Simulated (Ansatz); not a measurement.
Basis-set extrapolation for C5H8, SMILES `C=CCC=C` (PBE0-D4/def2-TZVP geometry, frozen core, Ansatz 0.2.0). Multiplicity 1, RHF reference.

```json
{"": "HF", "def2-TZVPP": "-194.024852", "def2-QZVPP": "-194.033722"}
{"": "MP2 correlation", "def2-TZVPP": "-0.821062", "def2-QZVPP": "-0.872876"}
{"": "CCSD(T) correlation", "def2-TZVPP": "-0.906879", "def2-QZVPP": "not run"}
```

Energies in hartree. Use E(X) = E(∞) + A·exp(−7.88·√X) for Hartree–Fock and E(X) = E(∞) + B·X^(−2.97) for correlation, with X = 3 and 4, and add CCSD(T) minus MP2 of the smaller set to the MP2 limit.

**Question.** What is the CCSD(T) energy at the basis-set limit?

**Answer.** HF limit: -194.033722 + (-0.008870) × 0.13774 = -194.03494. MP2 limit: -0.872876 + (-0.051814) × 0.74074 = -0.91126. Higher-order term: -0.906879 − (-0.821062) = -0.08582. Total: -195.03202 hartree, 263.3 kJ/mol below CCSD(T)/def2-TZVPP.
